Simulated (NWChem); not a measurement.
A series in which one site is exchanged, each optimised at PBE0/def2-SVP with NWChem, gas phase unless a solvent is named. This build's default masses of Se (78.918 u) and Br (79.917 u) are each other's, which moves their modes by up to 0.6 %. Some are not confirmed as minima by frequencies. def2 effective core potentials on I; no spin-orbit coupling.

A: FB(F)Br (BBrF$_{2}$; site = Br)
B: FB(Cl)F (BClF2; site = Cl)
C: FB(F)F (BF₃; site = F)
D: IB(F)F (BIF2; site = I)

Values for A:

- dipole (D), PBE0/def2-SVP: 0.20
- orbital gap (eV), PBE0/def2-SVP: 8.73
- static polarisability, B3LYP/def2-SVPD (bohr³): 35.6

Question: How do these values change for the other members?

Answer: 
```json
[
 {"change from A": "dipole (D), PBE0/def2-SVP", "B": "-0.01", "C": "-0.19", "D": "+0.04"},
 {"change from A": "orbital gap (eV), PBE0/def2-SVP", "B": "+1.06", "C": "+4.24", "D": "-1.17"},
 {"change from A": "static polarisability, B3LYP/def2-SVPD (bohr³)", "B": "-7.1", "C": "-19.6", "D": "+12.8"}
]
```
